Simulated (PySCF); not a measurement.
Geometry:
```
atom   x (Å)   y (Å)   z (Å)
  C1  -2.768   0.373   0.254
  C2  -1.384   0.707  -0.290
  C3  -0.329  -0.280   0.203
  C4   1.059   0.058  -0.338
  C5   2.105  -0.922   0.165
  S6   3.772  -0.556  -0.490
  H7  -3.504   1.086  -0.108
  H8  -2.768   0.402   1.342
  H9  -3.070  -0.624  -0.061
 H10  -1.107   1.717   0.021
 H11  -1.409   0.693  -1.381
 H12  -0.304  -0.267   1.295
 H13  -0.604  -1.290  -0.110
 H14   1.044   0.037  -1.431
 H15   1.331   1.071  -0.029
 H16   1.890  -1.935  -0.176
 H17   2.166  -0.921   1.254
 H18   3.871   0.657   0.049
```

Geometry: GFN2-xTB; GIAO shifts from PySCF 2.14, gas phase, non-relativistic, averaged over equivalent atoms.

At PBE0/pcSseg-1 (169 basis functions, about 60 core-seconds):
| atoms | δ (ppm) |
| --- | --- |
| C4 | 43.9 |
| C3 | 37.7 |
| C5 | 32.4 |
| C2 | 28.5 |
| C1 | 17.2 |
| H16/H17 | 2.37 |
| H14/H15 | 1.50 |
| H18 | 1.39 |
| H10/H11 | 1.32 |
| H12/H13 | 1.14 |
| H7/H8/H9 | 1.04 |

References, each an isolated molecule treated in the same way: $^{13}$C (186.93 ppm), $^{1}$H (31.72 ppm) vs TMS.

Predict the values at KT2/aug-cc-pVDZ on the same geometry.

## Answers


```tsv
atoms	δ at KT2/aug-cc-pVDZ	change
C4	45.2	+1.3
C3	38.3	+0.6
C5	33.5	+1.1
C2	29.7	+1.2
C1	16.0	-1.2
H16/H17	2.73	+0.36
H14/H15	1.86	+0.36
H18	1.23	-0.16
H10/H11	1.58	+0.26
H12/H13	1.42	+0.28
H7/H8/H9	1.09	+0.05
```

Scale: TMS for $^{13}$C (σ = 195.94 ppm) and $^{1}$H (σ = 31.81 ppm) (reference shieldings calculated alike).

The largest change is at C4 (sp3 CH2). Cost: 250 basis functions, roughly 2.4 core-minutes. The order of the carbon signals is the same at both levels.
